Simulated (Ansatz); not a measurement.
## How far a parabola holds: energy against volume of rock-salt NaCl

Results of r²SCAN in Ansatz (PAW) for rock-salt NaCl. Settings: plane-wave cutoff 560 eV, 10×10×10 k mesh, Fermi–Dirac smearing 0.01 eV, scalar-relativistic PAW data made under PBE. The cell has no free parameter but its volume, all volumes share cutoff and mesh, and the runs aren't spin-polarised. Energies are free energies at the run's smearing, counted from the lowest row; static lattice.

```
V (Å³/atom)  E (meV/atom)
-----------  ------------
20.721                  ?
21.162               3.26
21.603               0.78
22.044               0.00
22.485               0.73
22.925               2.81
```

Fit E of the 5 rows that show it with a parabola. With u = V - 22.0, the rows have u = -0.8380, -0.3970, 0.0440, 0.4850, 0.9250. Least squares gives E = 0.014 - 0.5564·u + 3.9092·u². Residuals (row less fit): 0.035, -0.071, 0.003, 0.066, -0.034; standard error 0.077 (degrees of freedom: 2). The fitted curve has its minimum at V = 22.1, where E = -0.01. Its curvature is d²E/dV² = 2 × 3.9092 meV/Å⁶, so B = V0·d²E/dV² × 0.1602 = 27.6 GPa.

Q: Predict the withheld E at V = 20.721 from the fit, and compare with the calculation.

A: u = -1.2790, so E = 0.014 - 0.5564 × (-1.2790) + 3.9092 × (-1.2790)² = 7.120 meV/atom. The calculation gives 7.65 meV/atom, 0.530 meV/atom above the prediction (6.9 % of the range of E in the table). The row lies outside the fitted rows, so this is an extrapolation. From the scatter of the fitted rows alone, a prediction at this place has a standard error of 0.182 meV/atom, so the miss is 2.9 times that.

The residuals are curvature that a parabola lacks, not noise. A solid that stiffens under compression and softens on expansion lies above the parabola at the compressed end and under it at the expanded end, as this row does. A third-order Birch-Murnaghan fit to the whole scan has B0 = 27.5 GPa. Only scans are tabulated whose curvature falls smoothly with volume, and where the parabola meets the shown rows within 5 % of their range and misses the end by 0.1 meV or more.

Measured, for comparison: bulk modulus 27.6 GPa (0 K value with the zero-point phonon effect removed; as tabulated in Mejia-Rodriguez and Trickey (2018), arXiv:1807.09216). Computed less measured: bulk modulus -0.4 %.

Ansatz is an electronic-structure program.
